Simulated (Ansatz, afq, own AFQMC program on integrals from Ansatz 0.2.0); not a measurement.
Integrals from Ansatz 0.2.0, then the random walk in our own AFQMC program (afq).

```yaml
crystal:
  periodic: [false, false, false]
  atoms:
    - {symbol: Si, position_ang: [-1.702102, 1.024053, 0.439608]}
    - {symbol: Si, position_ang: [-0.505743, -0.453588, 1.802153]}
    - {symbol: Ge, position_ang: [1.545681, -1.070393, 0.746547]}
    - {symbol: Si, position_ang: [1.506971, 0.155982, -1.314261]}
    - {symbol: Ge, position_ang: [-0.814532, 0.558506, -1.737238]}
    - {symbol: H, position_ang: [-3.177493, 0.790094, 0.516001]}
    - {symbol: H, position_ang: [-1.435805, 2.455811, 0.796142]}
    - {symbol: H, position_ang: [-0.418276, -0.107125, 3.257078]}
    - {symbol: H, position_ang: [2.768586, -0.718867, 1.617598]}
    - {symbol: H, position_ang: [1.577628, -2.588437, 0.475845]}
    - {symbol: H, position_ang: [2.194512, -0.563324, -2.430952]}
    - {symbol: H, position_ang: [2.186075, 1.471596, -1.094562]}
    - {symbol: H, position_ang: [-1.470351, -0.719873, -2.297739]}
    - {symbol: H, position_ang: [-1.049212, 1.707396, -2.735702]}
basis:
  gaussian: {orbitals: def2-SVP}
magnetization: {spin_polarized: true, initial_magnetization: 1}
correlation: {method: ccsd_t, electrons: outside_noble_gas, hamiltonian_folder: ham}
```

```sh
$ ansatz run in.yaml --threads 1 --pin off --events-out ev --progress --plain --max-ram 24576MiB --backend cuda --devices 0, --max-vram 18GiB
```

Options of the walk:

```
--method phaseless --trial cisd --walkers 600 --populations 10 --least-time 60 --time-step 0.005 --steps-per-block 50 --equilibration-blocks 28 --max-blocks 4000 --target-error 0.00032 --factor-cut 1e-05 --start spin_pure --seed 9933 --release-times 0.21,0.42,0.63,0.9 --release-step 0.03 --release-every 5 --taylor-order 6
```

Times are imaginary, in 1/Eh. The walk had a cap of 374 s. With eight or more populations the least sampling time is a fifth of least-time, and the error comes from their spread. Filled inner d shells are frozen with the cores.

afq prints:

```
orbitals 120  electrons 15 14  factors 1074 of 1598
reference energy -5021.95503969 Eh
CCSD correlation -0.55800101 Eh in 12 cycles, weight of the determinant in the CISD state 0.7348
energy of the start -5022.512147 Eh
 block  time / (1/Eh)  mean weight  energy / Eh
     1     0.250  1.0000  -5022.482997
     2     0.500  1.0001  -5022.485730
     3     0.750  0.9999  -5022.495456
     4     1.000  1.0008  -5022.504639
     5     1.250  0.9996  -5022.511522
     7     1.750  0.9993  -5022.519712
     9     2.250  1.0004  -5022.527207
    13     3.250  1.0000  -5022.530743
    21     5.250  1.0002  -5022.541964
    29     7.250  1.0000  -5022.531594
    37     9.250  1.0005  -5022.539643
    45    11.250  1.0008  -5022.540546
    49    12.250  0.9995  -5022.542043
    53    13.250  1.0000  -5022.537526
    61    15.250  1.0000  -5022.536161
    69    17.250  1.0001  -5022.533955
    77    19.250  0.9997  -5022.532919
    85    21.250  1.0005  -5022.537268
    93    23.250  1.0002  -5022.531843
   101    25.250  1.0000  -5022.532258
   109    27.250  1.0014  -5022.536998
   117    29.250  0.9998  -5022.532733
   125    31.250  0.9996  -5022.536635
   133    33.250  1.0006  -5022.536791
   141    35.250  0.9996  -5022.535953
   149    37.250  1.0012  -5022.537604
   157    39.250  0.9982  -5022.533079
   161    40.250  0.9998  -5022.537769
error from the spread of 10 populations
released: time / (1/Eh)  energy / Eh  error  mean overlap
  0.21  -5022.535663  0.000447  0.9939
  0.42  -5022.535641  0.000427  0.9892
  0.63  -5022.536144  0.000805  0.9820
  0.90  -5022.535518  0.000761  0.9792
energy -5022.535490 +/- 0.000228 Eh
(rows thinned)
```

The run passed its tests (sampling time, drift between the halves within three errors, error under three times the target), which doesn't prove that it has relaxed, ending at its cap on processor time.

Against this walk (error 6.2 meV) on the same determinant: CCSD(T) 93.6 meV higher. The error is statistical and leaves out the bias of the constraint. None of these is a sure reference here. The released energies get too noisy after the second time (errors over twice the walk's own, or jumping) (meV from the phaseless value at times in 1/Eh: -5 ± 12 at 0.21, -4 ± 12 at 0.42, -18 ± 22 at 0.63, -1 ± 21 at 0.90), so they give no level.

Cautions: constraint bias not in the error; no relativity below Rb; no spin-orbit coupling; inner d shell frozen.

The walk took 6.3 min on 1 × NVIDIA H100 80GB HBM3 with 2 threads of AMD EPYC 7R13 Processor (Zen 3) (shared host) (the card was shared). The log's last line is the phaseless energy.
